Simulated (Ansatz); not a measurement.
Pulling the pair apart

The pair of CH₄ (SMILES C, atoms 1–5) and SiH₄ (SMILES [SiH4], atoms 6–10), both closed shells, in one local arrangement (a lower one may exist), relaxed at PBE0-D4/def2-TZVP:

C1  (0.083, -0.055, -1.931)
H2  (1.021, 0.034, -1.384)
H3  (-0.262, -1.088, -1.896)
H4  (0.239, 0.241, -2.968)
H5  (-0.667, 0.594, -1.479)
Si6  (-0.083, 0.055, 1.930)
H7  (-0.189, 0.007, 3.411)
H8  (-0.873, 1.201, 1.416)
H9  (-0.609, -1.209, 1.356)
H10  (1.341, 0.221, 1.544)
(Å)

SiH₄ is shifted rigidly along the line between the mean atom positions of the two fragments (negative: closer). Counterpoise interaction energies in kcal/mol. Ansatz 0.2.0; basis: def2-TZVPPD; cores frozen in the correlated methods. B3LYP uses VWN-RPA correlation.

| shift (Å) | wB97M-V | B3LYP-D4 | r2SCAN-D4 |
| --- | --- | --- | --- |
| -0.39 | -0.42 | -0.27 | -0.27 |
| -0.19 | -0.68 | -0.67 | -0.61 |
| 0.00 | -0.71 | -0.75 | -0.68 |
| 0.19 | -0.64 | -0.69 | -0.64 |
| 0.46 | -0.50 | -0.53 | -0.51 |
| 0.97 | -0.30 | -0.27 | -0.30 |
| 1.93 | -0.10 | -0.08 | -0.10 |
| 3.87 | -0.02 | -0.01 | -0.01 |

Problem. What does CCSD(T) give at these shifts? (To be estimated.)

Solution. The calculation gives: -0.17, -0.55, -0.65, -0.61, -0.50, -0.29, -0.09, -0.01 kcal/mol. For zero shift, CCSD(T) at an estimated basis limit (MP2 extrapolated from triple and quadruple zeta, plus CCSD(T) − MP2 in triple zeta) gives -0.77 kcal/mol. These are counterpoise interaction energies, counted from the two frozen fragments.

No T1 diagnostic of these runs exceeds 0.010.

For scale, one of the runs: CCSD(T)/def2-TZVPPD, 221 basis functions (an equivalent command: `ansatz run in.yaml --threads 2`). The run took 42 s on 2 CPU threads (shared host), with 3.3 GiB of host memory at its peak.
